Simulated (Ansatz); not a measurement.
**CH5FSi: molecular dynamics**

Aim: follow the molecule's vibrations and see whether its bonds hold. The start is relaxed first. Runs: 300 steps of 0.5 fs under a Nosé-Hoover thermostat at 500 K. SMILES of the start: C[SiH2]F.

All numbers below are computed with Ansatz 0.2.0 (RKS PBE0-D4/6-31G*).

## (1) Starting point

Bond lengths: Si1–F2 1.590 Å, Si1–H3 1.460 Å, Si1–C4 1.869 Å, C4–H5 1.110 Å, C4–H6 1.110 Å, C4–H7 1.110 Å, Si1–H8 1.459 Å. Angles: F2–Si1–H3 109.5°, F2–Si1–C4 109.5°, F2–Si1–H8 109.5°, H3–Si1–C4 109.5°, H3–Si1–H8 109.5°, C4–Si1–H8 109.5°, Si1–C4–H5 109.5°, Si1–C4–H6 109.5°, Si1–C4–H7 109.5°, H5–C4–H6 109.4°, H5–C4–H7 109.4°, H6–C4–H7 109.4°.

As a file:

```xyz
8

Si    0.0000    0.0000    0.0000
F     0.0000    0.0000    1.5900
H     1.3768    0.0000   -0.4862
C    -0.8808    1.5259   -0.6227
H    -1.9334    1.2723   -0.8671
H    -0.8624    2.3106    0.1622
H    -0.3704    1.9025   -1.5336
H    -0.6877   -1.1914   -0.4862
```

## (2) Preparing the start

input.yaml

```yaml
crystal:
  periodic: [false, false, false]
  atoms:
    - { symbol: Si, position_ang: [0.0, 0.0, 0.0] }
    - { symbol: F, position_ang: [0.0, 0.0, 1.59] }
    - { symbol: H, position_ang: [1.3768, 0.0, -0.4862] }
    - { symbol: C, position_ang: [-0.8808, 1.5259, -0.6227] }
    - { symbol: H, position_ang: [-1.9334, 1.2723, -0.8671] }
    - { symbol: H, position_ang: [-0.8624, 2.3106, 0.1622] }
    - { symbol: H, position_ang: [-0.3704, 1.9025, -1.5336] }
    - { symbol: H, position_ang: [-0.6877, -1.1914, -0.4862] }
basis:
  gaussian: { orbitals: "6-31G*" }
hamiltonian:
  xc: pbe0
  dispersion: d4
relax:
  f_tol: 0.02
  max_steps: 40
```

Run with:

```
> ansatz run input.yaml --threads 1 --pin off --max-ram 2048MiB --backend cpu --events-out ev --progress --plain --runs-dir out
```

After this run come: Dynamics.

Q: Predict the outcome of this session. Wanted: relaxation of the start; temperature, first and last step; temperature, second half; potential energy, second half; largest change of the conserved energy; bonds formed or broken.

The runs gave:

```
                              quantity                          value
               relaxation of the start        6 moves, 0.095 eV lower
                                length            300 steps of 0.5 fs
      temperature, first and last step                  500 and 645 K
              temperature, second half  mean 347 K, from 120 to 677 K
         potential energy, second half    +33 meV/atom from the start
largest change of the conserved energy                  1.12 meV/atom
                bonds formed or broken                              0
```

In words: Against a set 500 K the second half averages 347 K with a spread of 143 K; 33 meV/atom has gone into potential energy, and a thermostat that acts over some 100 fs has not made it up in 150 fs. The conserved energy strays from its start by at most 1.12 meV/atom, 3.8 % of the mean kinetic energy, fair for a step of 0.5 fs. The bonding pattern survives the run. A run of 150 fs with 8 atoms shows the motion but fixes no equilibrium value. The nuclei move classically, without zero-point motion, which matters most for hydrogen.
